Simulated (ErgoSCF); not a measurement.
# SiH2O (oxosilane): levels of theory compared

Aim: a comparison of 5 runs (HF/STO-3G, HF/def2-SVP, B3LYP/6-31G*, PBE0/def2-SVP, B3LYP/def2-SVPD) of SiH2O (oxosilane). 

The calculation is run with ErgoSCF 3.8.

1 further run of the same task is left out (set aside as unsound or not needed).

### 1 The structure to begin with

SiH2O has 4 atoms, charge 0, and is taken as a singlet. As SMILES, `O=[SiH2]`. Geometry: relaxed at PBE0-D4/def2-TZVP.

Bond lengths: O1–Si2 1.516 Å, Si2–H3 1.485 Å, Si2–H4 1.486 Å. Angles: O1–Si2–H3 124.0°, O1–Si2–H4 124.0°, H3–Si2–H4 111.9°.

### 2 A single-point energy at HF/STO-3G (run 1)

The input, run.inp:

```
# single point, H2OSi
set_nthreads(1)
molecule_inline
O     -0.53517044     0.78140175     2.77695254
Si    -0.01266117     0.01851932     0.06595144
H      0.83129052    -2.54357136    -0.71091497
H     -0.28345892     1.74365030    -2.13217799
EOF
basis = "STO-3G"
scf.output_mulliken_pop = 1
scf.use_diagonalization = 1
spin_polarization = 0
scf.max_number_of_iterations = 120
tmpdir = "."
run "HF"
```

The basis set STO-3G is read from a file made from the Basis Set Exchange's data (not shown).

Started as:

```console
ergo < run.inp
```

Standard output:

```text
[...]
INSC SCF_general constructor, number of basis functions: 16
[...]
INSC Energy   1 =       -318.63314416598
[...]
INDE E_LUMO =          0.26841512295
[...]
INSC Energy  11 =       -360.50658681576  ( diff     -0.000000000091120 )
[...]
RESC CONVERGED after  11 iterations.
RESC FINAL ENERGY:       -360.50658681576
[...]
INSC SCF: dipole_moment_x [atomic units] =       0.16007801
INSC SCF: dipole_moment_y [atomic units] =      -0.23372789
INSC SCF: dipole_moment_z [atomic units] =      -0.83039013
[...]
```

Wall time 0.85 s (1 thread of Arm Neoverse V1, shared host); peak memory 0.26 GiB.

### 3 A single-point energy at HF/def2-SVP (run 2)

The input, run.inp:

```
set_nthreads(1)
scf.max_number_of_iterations = 120
tmpdir = "."
scf.use_diagonalization = 1
basis = "def2-SVP"
scf.output_mulliken_pop = 1
molecule_inline
O     -0.53517044     0.78140175     2.77695254
Si    -0.01266117     0.01851932     0.06595144
H      0.83129052    -2.54357136    -0.71091497
H     -0.28345892     1.74365030    -2.13217799
EOF
run "HF"
```

The basis set def2-SVP is read from a file made from the Basis Set Exchange's data (not shown).

Started as:

```console
ergo run.inp
```

Standard output:

```text
[...]
INSC SCF_general constructor, number of basis functions: 42
[...]
INSC Energy   1 =       -163.85550735346
[...]
INDE E_LUMO =          0.05459686127
[...]
INSC Energy  14 =       -364.77499210743  ( diff     -0.000000000000341 )
[...]
RESC CONVERGED after  14 iterations.
RESC FINAL ENERGY:       -364.77499210743
[...]
INSC SCF: dipole_moment_x [atomic units] =       0.29860511
INSC SCF: dipole_moment_y [atomic units] =      -0.43596324
INSC SCF: dipole_moment_z [atomic units] =      -1.54900272
[...]
```

It took 3.6 s on 1 thread of Arm Neoverse V1, shared host; peak memory 0.26 GiB.

Runs 3 to 4 aren't shown in full; the table further down has their settings and results.

### 4 The energy at B3LYP/def2-SVPD (run 5)

The input, ergo.in:

```
set_nthreads(1)
XC.sparse_mode = 0
charge = 0
scf.max_number_of_iterations = 120
scf.use_diagonalization = 1
basis = "def2-SVPD"
XC.angint = 41
tmpdir = "."
scf.output_mulliken_pop = 1
XC.radint = 1e-11
molecule_inline
O   -0.53517044   0.78140175   2.77695254
Si  -0.01266117   0.01851932   0.06595144
H    0.83129052  -2.54357136  -0.71091497
H   -0.28345892   1.74365030  -2.13217799
EOF
run "B3LYP-G"
```

The basis set def2-SVPD is read from a file made from the Basis Set Exchange's data (not shown).

Started as:

```console
ergo < ergo.in
```

Standard output:

```text
[...]
INDF Weighted mixed functional:
[...]
INSC Energy   1 =       -133.43007198478
[...]
INDE E_LUMO =         -0.09249438101
[...]
INSC Energy  31 =       -365.77445775824  ( diff      0.000000000001080 )
[...]
RESC CONVERGED after  31 iterations.
RESC FINAL ENERGY:       -365.77445775824
[...]
INSC SCF: dipole_moment_x [atomic units] =       0.27252675
INSC SCF: dipole_moment_y [atomic units] =      -0.39790400
INSC SCF: dipole_moment_z [atomic units] =      -1.41379485
[...]
```

Wall time 27 s (1 thread of Arm Neoverse V1, shared host); peak memory 0.26 GiB.

### 5 All runs side by side

```tsv
run	level	integration grid	radint	energy (Eh)	dipole moment (D)	wall time
1	HF/STO-3G	–	–	-360.506587	2.23	0.85 s
2	HF/def2-SVP	–	–	-364.774992	4.16	3.6 s
3	B3LYP/6-31G* (spherical functions)	Turbo	1e-11	-365.893880	3.39	4.8 s
4	PBE0/def2-SVP	Turbo	1e-11	-365.532154	3.38	11 s
5	B3LYP/def2-SVPD	Turbo	1e-11	-365.774458	3.80	27 s
```

### 6 Results

| quantity | value |
| --- | --- |
| run 5: total energy | -365.77446 Eh |
| run 5: dipole moment | 3.80 D |

The dipole moment (its size) runs from 2.23 D (HF/STO-3G) to 4.16 D (HF/def2-SVP). Totals of different functionals can't be ranked against each other. In run 1 the basis is minimal, so the values are rough. All runs together took 47 s, the longest 27 s.
